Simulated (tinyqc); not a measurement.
Stretching all distances: RHF, UHF, MP2, CISD and CCSD against full CI in the sto-3g basis, for BH, spin multiplicity 1. Computed by the program tinyqc with PySCF. All coordinates are multiplied by the scale. c0^2 is the weight of the RHF determinant in the lowest singlet FCI state (UHF is spin-contaminated and may lie near states of higher spin) and n(LUMO) the first natural occupation beyond the occupied space.

Geometry (angstrom):

| atom | x | y | z |
|---|---|---|---|
| B | 0.0000 | 0.0000 | 0.0000 |
| H | 0.0000 | 0.0000 | 1.2110 |

Full CI energy (hartree) and errors against it (kcal/mol):

| scale | distance 1-2 (angstrom) | E(FCI) | RHF | UHF | MP2 | CISD | CCSD | <S^2> UHF | c0^2 | n(LUMO) |
|---|---|---|---|---|---|---|---|---|---|---|
| 0.910 | 1.102 | -24.79879 | 33.553 | 25.086 | 16.530 | 0.938 | 0.110 | 0.567 | 0.916 | 0.076 |
| 1.170 | 1.417 | -24.80023 | 40.561 | 35.616 | 19.298 | 1.555 | 0.098 | 0.456 | 0.910 | 0.069 |
| 1.430 | 1.732 | -24.75719 | 52.662 | 49.773 | 24.846 | 2.799 | 0.102 | 0.394 | 0.883 | 0.107 |
| 1.690 | 2.047 | -24.71325 | 70.083 | 47.855 | 33.228 | 4.864 | 0.088 | 0.720 | 0.822 | 0.233 |
| 2.210 | 2.676 | -24.66703 | 114.697 | 30.331 | 51.624 | 10.493 | 0.012 | 0.957 | 0.628 | 0.606 |
| 2.470 | 2.991 | -24.66001 | 135.408 | 27.147 | 55.013 | 12.727 | -0.012 | 0.985 | 0.548 | 0.759 |
| 2.730 | 3.306 | -24.65726 | 152.078 | 25.899 | 51.990 | 14.223 | -0.016 | 0.995 | 0.495 | 0.861 |
| 2.990 | 3.621 | -24.65629 | 164.493 | 25.464 | 43.223 | 15.142 | -0.010 | 0.999 | 0.463 | 0.924 |

Estimate the missing row, scale = 1.95.

Computed row:
```
scale  distance 1-2 (angstrom)     E(FCI)     RHF     UHF     MP2   CISD   CCSD  <S^2> UHF   c0^2  n(LUMO)
1.950                    2.361  -24.68299  91.779  37.199  43.227  7.653  0.052      0.880  0.729    0.416
```

UHF lies below RHF over the whole range. The weight c0^2 goes from 0.92 to 0.46 and n(LUMO) from 0.08 to 0.92: static correlation grows as the bonds break into open-shell fragments. The spread of the error along the curve, which distorts its shape, is CCSD 0.1, CISD 14.2, UHF 24.7, MP2 38.5, RHF 130.9 kcal/mol.
